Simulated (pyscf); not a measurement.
`[OH][Si]([F])([F])[F]` + `[OH2]` -> `[OH2]` + `[OH][Si]([F])([F])[F]` (four-centre exchange; singlet surface; O–Si, H–O broken, H–O, O–Si formed). Structures and frequencies: ωB97X-D3(BJ)/def2-SVP in PySCF. Energies in eV from the separated reactants.

```csv
level,barrier,reaction energy
r²SCAN/def2-TZVP,?,0.00
B3LYP-D3(BJ)/def2-TZVP,0.89,0.00
PBE0-D3(BJ)/def2-TZVP,0.76,0.00
M06-2X/def2-TZVP,?,0.00
ωB97M-D3(BJ)/def2-TZVP,0.85,0.00
HF/def2-TZVP,1.57,0.00
```

Fill in the missing entries.


- r²SCAN/def2-TZVP, barrier: 0.73
- M06-2X/def2-TZVP, barrier: 0.78

The functionals in the table span 0.15 eV in this barrier, from r²SCAN to B3LYP-D3(BJ). On the reactant side the descent ends in an adduct with a O–Si contact, 0.19 eV under the separated species and 1.04 eV under the saddle at ωB97X-D3(BJ)/def2-TZVP. On the product side the descent ends in an adduct with a O–Si contact, 0.19 eV under the separated species and 1.04 eV under the saddle at ωB97X-D3(BJ)/def2-TZVP. What is counted as formed (O–Si) is already present as a longer contact in the reactant adduct; forming that adduct is a step of its own. What is counted as broken (O–Si) persists as a longer contact in the product adduct; parting that adduct is a step of its own. One saddle was located; it need not be the lowest between these sides.
